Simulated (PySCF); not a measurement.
Streptocyanine-5, C5H9N2 (charge +1).
SMILES with atom numbers: `[NH2:1]/[CH:2]=[CH:3]/[CH:4]=[CH:5]/[CH:6]=[NH2+:7]` (hydrogens: H8, H9 on N1; H10 on C2; H11 on C3; H12 on C4; H13 on C5; H14 on C6; H15, H16 on N7)

Geometry (PBE0-D3(BJ)/def2-SVP, Å), atoms numbered from 1 in this order:
```
atom  x, y, z in Å
N1    -3.6605    0.0860   -0.0509
C2    -2.4353   -0.2541    0.3052
C3    -1.2635    0.2765   -0.2150
C4    -0.0242   -0.1641    0.2428
C5     1.2139    0.2925   -0.2024
C6     2.3870   -0.2230    0.3298
N7     3.6112    0.1326   -0.0143
H8    -3.8305    0.7896   -0.7619
H9    -4.4718   -0.3468    0.3736
H10   -2.3725   -1.0250    1.0816
H11   -1.3146    1.0467   -0.9908
H12   -0.0232   -0.9378    1.0217
H13    1.2630    1.0632   -0.9777
H14    2.3264   -0.9944    1.1059
H15    4.4241   -0.2887    0.4186
H16    3.7795    0.8385   -0.7235
```

Computed with PySCF at PBE0/pcSseg-1 and PBE0/def2-SVPD, non-relativistic, on one gas-phase PBE0-D3(BJ)/def2-SVP geometry that isn't relaxed in the solvent. The solvent is an IEF-PCM continuum (cavity from Bondi-type radii × 1.2). Specific hydrogen bonds and non-electrostatic terms are outside this model.

Gas phase at PBE0/pcSseg-1: HOMO -10.28 eV, LUMO -6.20 eV.

What does the continuum do to the energy and the frontier levels at PBE0/pcSseg-1 in cyclohexane and dichloromethane?

```
        solvent      ε  E(solvent) − E(gas) (kJ/mol)  polarisation term (kJ/mol)  distortion of the solute (kJ/mol)  HOMO (eV)  LUMO (eV)
    cyclohexane  2.017                       -113.06                     -113.38                               0.32      -8.25      -4.15
dichloromethane   8.93                       -202.77                     -204.48                               1.71      -6.76      -2.64
```

The first energy column is the sum of the next two and covers electrostatics alone. From cyclohexane to dichloromethane the lowering changes by a factor 1.79, Born's factor 1 − 1/ε by 1.76 and ε itself by 4.4.

Which radius a makes Born's formula ΔE = −(q²/2a)(1 − 1/ε) give the value in dichloromethane?

a = q²(1 − 1/ε)/(2|ΔE|) = 3.04 Å, with q = +1 e and |ΔE| = 0.0772 Eh; the farthest nucleus lies 4.47 Å from the centroid of the nuclei. The formula assumes a point charge at the centre of a sphere.

Which Mulliken charges (PBE0/pcSseg-1) respond most in cyclohexane (means over atoms taken as equivalent)?

| atoms | environment | gas (e) | solvent (e) | change |
| --- | --- | --- | --- | --- |
| C3/C5 | alkene CH carbon | -0.167 | -0.175 | -0.008 |
| H8/H9/H15/H16 | N–H hydrogen | +0.236 | +0.240 | +0.004 |
| C2/C6 | carbon bonded to C, N and H | +0.174 | +0.170 | -0.004 |
| N1/N7 | nitrogen bonded to C and 2 H | -0.311 | -0.308 | +0.003 |
| H12 | vinylic hydrogen | +0.141 | +0.144 | +0.003 |
| H11/H13 | vinylic hydrogen | +0.142 | +0.140 | -0.002 |
| H10/H14 | hydrogen on carbon | +0.160 | +0.161 | +0.001 |
| C4 | alkene CH carbon | -0.080 | -0.080 | 0.000 |

How do the nuclear quadrupole coupling constants eQVzz/h respond in cyclohexane?

```json
{"nucleus": "14N at N1", "Q (barn)": "0.02044", "gas (MHz)": "-3.41", "solvent (MHz)": "-3.29", "η gas": "0.13", "η solvent": "0.15"}
{"nucleus": "14N at N7", "Q (barn)": "0.02044", "gas (MHz)": "-3.41", "solvent (MHz)": "-3.28", "η gas": "0.13", "η solvent": "0.15"}
```

Gas phase at PBE0/def2-SVPD: HOMO -10.29 eV, LUMO -6.22 eV.

What does the continuum do to the energy and the frontier levels at PBE0/def2-SVPD in cyclohexane and dichloromethane?

```
        solvent      ε  E(solvent) − E(gas) (kJ/mol)  polarisation term (kJ/mol)  distortion of the solute (kJ/mol)  HOMO (eV)  LUMO (eV)
    cyclohexane  2.017                       -112.78                     -113.15                               0.37      -8.26      -4.17
dichloromethane   8.93                       -202.18                     -204.12                               1.94      -6.77      -2.66
```

How does the static polarisability (PBE0/def2-SVPD, frozen core, with the continuum's full static response) change?

```
         medium  isotropic (au)  principal values (au)  ⟨r²⟩ of the electrons (bohr²)
            gas           106.5      44.2, 62.9, 212.3                         1372.7
    cyclohexane           125.9      49.3, 71.1, 257.4                         1371.9
dichloromethane           152.2      57.9, 83.3, 315.3                         1370.7
```

The isotropic value in dichloromethane is 1.43 times the gas-phase one; no cavity-field correction is applied. ⟨r²⟩ is taken about the centre of nuclear charge.
